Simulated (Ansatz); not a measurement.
# Scan of [GeH3···H···H], doublet

Starting geometry:

```xyz
6

Ge   -0.0381    0.0000    0.0000
H    -0.5496    1.4466    0.0000
H    -0.5496   -0.7233    1.2528
H    -0.5496   -0.7233   -1.2528
H     1.4962    0.0000    0.0000
H     2.8999    0.0000    0.0000
```

From there H5 is moved from one fragment to the other while all else, the fragments' distance too, stays fixed, so the hump isn't the reaction's barrier; atoms are numbered as listed. Energies are in eV, counted from the starting geometry at the same level. Kohn–Sham curves are unrestricted where that lies lower.

Basis cc-pVDZ; Ansatz 0.2.0. Correlated methods freeze the noble-gas cores and the filled d shells of p-block atoms. Prefix R: restricted or restricted open-shell reference; prefix U: unrestricted. No spin–orbit coupling is included, and no scalar relativity.

Full CI isn't at hand for all of this; UCCSDT(Q) serves as the reference, and is uncertain by about the last step of the cluster series.

```csv
distance Ge1-H5 (Å),PBE
1.427,0.211
1.534,0.000
1.628,-0.072
1.723,-0.117
1.817,-0.187
1.911,-0.308
2.005,-0.465
2.099,-0.596
2.193,-0.590
```

Problem. Estimate the UCCSDT(Q) curve in cc-pVDZ from this one, knowing how PBE errs.

Solution. The computed UCCSDT(Q) values, in eV from the starting point, and the error of PBE against them:
| distance Ge1-H5 (Å) | UCCSDT(Q) | PBE less UCCSDT(Q) |
| --- | --- | --- |
| 1.427 | 0.149 | 0.062 |
| 1.534 | 0.000 | 0.000 |
| 1.628 | -0.004 | -0.068 |
| 1.723 | 0.017 | -0.134 |
| 1.817 | -0.016 | -0.171 |
| 1.911 | -0.146 | -0.163 |
| 2.005 | -0.354 | -0.111 |
| 2.099 | -0.560 | -0.036 |
| 2.193 | -0.633 | 0.043 |

The error spans 0.234 eV and is largest, -0.171 eV, at 1.817 Å.

In so small a basis the reference is far from its limit while semilocal and hybrid functionals are nearer theirs, so the functionals' errors here hold much of the reference's basis and frozen-core error, which can add to them or hide them.
